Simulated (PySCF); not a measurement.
Ligands exchanged one at a time, Si Cl-H. Gas-phase values, no solvent. Strings in code marks are SMILES.

The S1 excitation (TDA) from two functionals at the same geometries (CAM-B3LYP-D3(BJ)/def2-TZVP), both in PySCF: PBE-D3(BJ)/def2-TZVP and TPSSh-D3(BJ)/def2-TZVP. Excitations are Tamm–Dancoff values on a coarser integration grid. The basis has no diffuse functions, so Rydberg states are missing or too high.

```tsv
species	PBE-D3(BJ)/def2-TZVP (eV)
0 of 4 Cl replaced by H (`Cl[Si](Cl)(Cl)Cl`)	6.66
1 of 4 Cl replaced by H (`Cl[SiH](Cl)Cl`)	7.05
2 of 4 Cl replaced by H	6.94
3 of 4 Cl replaced by H (`[SiH3]Cl`)	6.81
```

Problem. What does TPSSh-D3(BJ)/def2-TZVP give for each?

Solution. 
- 0 of 4 Cl replaced by H (`Cl[Si](Cl)(Cl)Cl`): 7.31
- 1 of 4 Cl replaced by H (`Cl[SiH](Cl)Cl`): 7.67
- 2 of 4 Cl replaced by H: 7.53
- 3 of 4 Cl replaced by H (`[SiH3]Cl`): 7.37
Over these rows, drawn at random from the members with no instability flagged (it was tested for open shells, ions and some series alone), PBE minus TPSSh-D3(BJ): mean -0.61 eV, from -0.65 eV to -0.57 eV.
